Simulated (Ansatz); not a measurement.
# C3H5ClO2: the cost of one run

Method: RKS B3LYP-D4/def2-SVP, in Ansatz 0.2.0.

## (1) Starting point

Bond lengths: C1–C2 1.358 Å, C2–C3 1.488 Å, C3–O4 1.440 Å, C3–O5 1.375 Å, C3–Cl6 1.798 Å, C1–H7 1.055 Å, C1–H8 1.111 Å, C2–H9 1.120 Å, O4–H10 0.913 Å, O5–H11 0.956 Å. Angles: C1–C2–C3 127.2°, C1–C2–H9 119.4°, C3–C2–H9 113.3°, C2–C1–H7 120.5°, C2–C1–H8 118.7°, H7–C1–H8 120.3°, C2–C3–O4 114.1°, C2–C3–O5 111.3°, C2–C3–Cl6 109.9°, O4–C3–O5 109.7°, O4–C3–Cl6 103.1°, O5–C3–Cl6 108.3°, C3–O4–H10 103.3°, C3–O5–H11 105.0°.

Structure file:

```xyz
11

C    -0.4407   -1.6141   -0.5425
C    -0.3546   -0.6533    0.4137
C     0.3025    0.6766    0.2964
O     0.9477    0.9040   -0.9707
O    -0.5821    1.6962    0.5563
Cl    1.6591    0.7950    1.4702
H    -0.9801   -2.5025   -0.3628
H    -0.0462   -1.3930   -1.5571
H    -0.7724   -0.8531    1.4338
H     1.6857    1.3922   -0.7453
H    -1.3536    1.4950    0.0284
```

## (2) End point A

input.yaml

```yaml
crystal:
  periodic: [false, false, false]
  atoms:
    - { symbol: C, position_ang: [-0.4407, -1.6141, -0.5425] }
    - { symbol: C, position_ang: [-0.3546, -0.6533, 0.4137] }
    - { symbol: C, position_ang: [0.3025, 0.6766, 0.2964] }
    - { symbol: O, position_ang: [0.9477, 0.904, -0.9707] }
    - { symbol: O, position_ang: [-0.5821, 1.6962, 0.5563] }
    - { symbol: Cl, position_ang: [1.6591, 0.795, 1.4702] }
    - { symbol: H, position_ang: [-0.9801, -2.5025, -0.3628] }
    - { symbol: H, position_ang: [-0.0462, -1.393, -1.5571] }
    - { symbol: H, position_ang: [-0.7724, -0.8531, 1.4338] }
    - { symbol: H, position_ang: [1.6857, 1.3922, -0.7453] }
    - { symbol: H, position_ang: [-1.3536, 1.495, 0.0284] }
basis:
  gaussian: { orbitals: def2-SVP }
hamiltonian:
  xc: b3lyp
  dispersion: d4
relax:
  f_tol: 0.02
  max_steps: 50
```

Started as:

```
$ ansatz run input.yaml --threads 2 --pin off --max-ram 3072MiB --backend cpu --events-out ev --progress --plain --runs-dir out
```

**Question.** How long does this run take on 2 threads of Intel Xeon Platinum 8488C (Sapphire Rapids), shared host, and how much memory does it need?

About 37 s, with a peak of 0.28 GiB.
